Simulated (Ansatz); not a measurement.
Worked example: the enthalpy of formation of C3H4 (allene)

C3H4: 7 atoms, total charge 0, spin state singlet. SMILES: `C=C=C`. The shape is that of a PBE0-D4/def2-TZVP optimisation.

Total energies at MP2/def2-TZVP, 3 core orbitals frozen (Ansatz 0.2.0); the atoms run unrestricted:

```tsv
species	state	energy (Eh)
C3H4	singlet	-116.372946
C	triplet	-37.758589
H	doublet	-0.499810
```

Harmonic wavenumbers at PBE0-D4/def2-TZVP, in cm⁻¹: 376, 376, 870, 870, 885, 1010, 1010, 1120, 1414, 1477, 2071, 3146, 3150, 3227, 3227.

Measured heats of formation of the gaseous atoms at 298.15 K, in kJ/mol: C 716.9, H 218.0. Take 1 Eh = 2625.50 kJ/mol, 1 cm⁻¹ = 0.0119627 kJ/mol, RT = 2.479 kJ/mol.

Question: What heat of formation follows?

Answer: 
1. Electronic atomisation energy: 3 × (-37.758589) + 4 × (-0.499810) − (-116.372946) = 1.097939 Eh = 2882.6 kJ/mol.
2. Zero-point energy: half the sum of the wavenumbers, 12114.5 cm⁻¹ = 144.9 kJ/mol.
3. Thermal vibrational enthalpy, Σ hcν̃/(exp(hcν̃/kT) − 1): 2.5 kJ/mol. Translation, rotation and pV of a non-linear molecule: 4 RT = 9.9 kJ/mol.
4. The 7 free atoms carry 5/2 RT each: 43.4 kJ/mol.
5. Spin-orbit coupling lowers the free atoms by 3 × 0.02 = 0.1 kJ/mol.
6. Atomisation enthalpy at 298 K: 2882.6 − 0.1 − 144.9 − 2.5 − 9.9 + 43.4 = 2768.6 kJ/mol.
7. Sum of the atoms' heats of formation: 3022.7 kJ/mol. Heat of formation: 3022.7 − 2768.6 = +254.1 kJ/mol.

The tabulated value is +190.2 kJ/mol (Active Thermochemical Tables), so this level is off by +63.9 kJ/mol, or 2.3 % of the atomisation enthalpy that the table implies (2832.4 kJ/mol). Perturbation theory converges slowly with the basis for atomisation. Anharmonicity and any spin-orbit splitting of the molecule are left out, and cores are frozen in the wave-function part.
